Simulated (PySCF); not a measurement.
**Question.** What does the PBE0-D3(BJ)/def2-SVP structure of InChI=1S/CH5BS/c1-3-2/h2H2,1H3 look like in three dimensions?

**Answer.** 
Z-matrix in Å and degrees, rows numbered from 1:
```
B 
S   1  1.7569
C   2  1.8172  1  105.67
H   1  1.2063  2  121.33  3     1.34
H   1  1.2049  2  115.64  3  -179.01
H   3  1.0968  2  110.61  1   -23.19
H   3  1.0979  2  108.28  1  -143.34
H   3  1.0983  2  109.70  1    97.98
```

Of the pairs four or more bonds apart, H4···H6 is among the closest relative to their van der Waals radii: 2.50 Å, 104 % of the sum of Bondi's values. B1 (three-coordinate boron) is planar (angles 123.0°, 121.3° and 115.6°, sum 360.0°, 0.00 Å off the plane of its three neighbours).

Theory: PBE0-D3(BJ)/def2-SVP geometry optimisation, gas phase (PySCF 2.14.0).

No PBE0-D3(BJ)/def2-SVP frequencies stand behind this structure, so it isn't proved a minimum. One conformer, not necessarily the lowest (H–B1–S2–C3 1° and -179°).
